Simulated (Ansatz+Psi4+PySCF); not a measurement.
Results of a calculation; reference values are marked as such.
Input for PySCF 2.14.0:

```python
from pyscf import gto, scf, mp

mol = gto.M(atom="""
C 0.016740 0.541170 -0.009300
C 0.020140 -0.197920 1.283720
C 0.022940 -0.203540 -1.294660
H -0.331400 1.578340 -0.004300
H 0.229900 0.461160 2.133570
H 0.222670 0.454510 -2.147230
H -0.949610 -0.692920 1.483990
H 0.776920 -0.996660 1.284390
H 0.773950 -0.987960 -1.285730
H -0.945680 -0.687740 -1.483890
""", basis='cc-pvtz', charge=0, spin=1)
mf = scf.UHF(mol)
mf.kernel()
pt = mp.MP2(mf, frozen=3).run()
print(mf.e_tot, pt.e_corr, pt.e_tot)
```

The script is written out from the run's settings.

The run gave:

```json
{
  "Converged": "yes",
  "Reference energy": "-117.67906 hartree",
  "Correlation energy": "-0.50463 hartree",
  "Total energy": "-118.18369 hartree",
  "Spin squared of the determinant": "0.764"
}
```

Messages of the program:
```
WARN: HOMO -0.0798799977285629 >= LUMO -0.0798799977285629
WARN: HOMO -0.0798799977285629 >= LUMO -0.0798799977285629
```
